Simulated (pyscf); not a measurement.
Single points on ωB97X-D3(BJ)/def2-SVP structures (PySCF, gas phase).

**Question.** methane (CH₄) + H₃C–GaH–Cl -> H₃C–GaH–CH₃ + hydrogen chloride (HCl)
Surface: singlet. Broken: C–H, Cl–Ga. Formed: C–Ga, Cl–H. Give ΔE‡ and ΔE from ωB97M-D3(BJ)/def2-TZVP, relative to the separated reactants.

**Answer.** ΔE‡ = 1.88 eV, ΔE = +1.62 eV. Zero-point energy shifts the barrier by -0.08 eV. It is a four-centre exchange, with an imaginary mode of 957i cm⁻¹. On the product side the descent ends in a complex, 0.28 eV under the separated species and 0.44 eV under the saddle at ωB97X-D3(BJ)/def2-TZVP. This is the saddle that the search found; another between the same sides may lie lower. Elements up to Kr have no core potential and no relativistic terms here.
